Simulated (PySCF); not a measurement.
# LiMg⁻: frontier orbitals

CAM-B3LYP at R = 3.462 Å; Li aug-pcseg-1, Mg aug-pcseg-1; no relativity (PySCF 2.14). State: ¹Σ⁺ (singlet), closed shell. Only the outer orbitals are listed, counted within each symmetry.

```json
{"orbital": "3σ", "occ.": "2", "ε (eV)": "-52.18", "on Li (%)": "100", "main shells (%)": "100 Li s"}
{"orbital": "1π", "occ.": "2", "ε (eV)": "-48.56", "on Li (%)": "0", "main shells (%)": "100 Mg p"}
{"orbital": "1π", "occ.": "2", "ε (eV)": "-48.56", "on Li (%)": "0", "main shells (%)": "100 Mg p"}
{"orbital": "4σ", "occ.": "2", "ε (eV)": "-48.51", "on Li (%)": "0", "main shells (%)": "100 Mg p"}
{"orbital": "5σ", "occ.": "2", "ε (eV)": "-3.15", "on Li (%)": "9", "main shells (%)": "91 Mg s"}
{"orbital": "6σ", "occ.": "2", "ε (eV)": "-0.17", "on Li (%)": "84", "main shells (%)": "85 Li s, 18 Mg p"}
{"orbital": "7σ", "occ.": "0", "ε (eV)": "2.32", "on Li (%)": "4", "main shells (%)": "89 Mg s, 32 Li p"}
{"orbital": "2π", "occ.": "0", "ε (eV)": "2.46", "on Li (%)": "91", "main shells (%)": "91 Li p, 9 Mg p"}
{"orbital": "2π", "occ.": "0", "ε (eV)": "2.46", "on Li (%)": "91", "main shells (%)": "91 Li p, 9 Mg p"}
```

**Question.** Which are the highest filled and the lowest empty level, where do they sit, and how wide is the gap?

**Answer.** Highest filled 6σ at -0.17 eV (in %: 85 Li s, 18 Mg p); lowest empty 7σ at 2.32 eV (in %: 89 Mg s, 32 Li p); the gap at CAM-B3LYP is 2.49 eV. An empty level above zero is unbound, and its energy depends on the basis.

* bond order (Mayer): 0.24
* ⟨S²⟩: 0.000
* charge on Li (Mulliken, basis-dependent): -0.85
* charge on Li (Löwdin, basis-dependent): -0.70
* dipole moment (positive dipole points towards Mg; it is taken about the centre of mass and depends on that origin): 7.94 D
* polarisability along the bond: 1111.3 bohr³
* polarisability across the bond: 493.4 bohr³

Closed-shell solutions of metal pairs were not tested for spin polarisation, which can lower them a little.
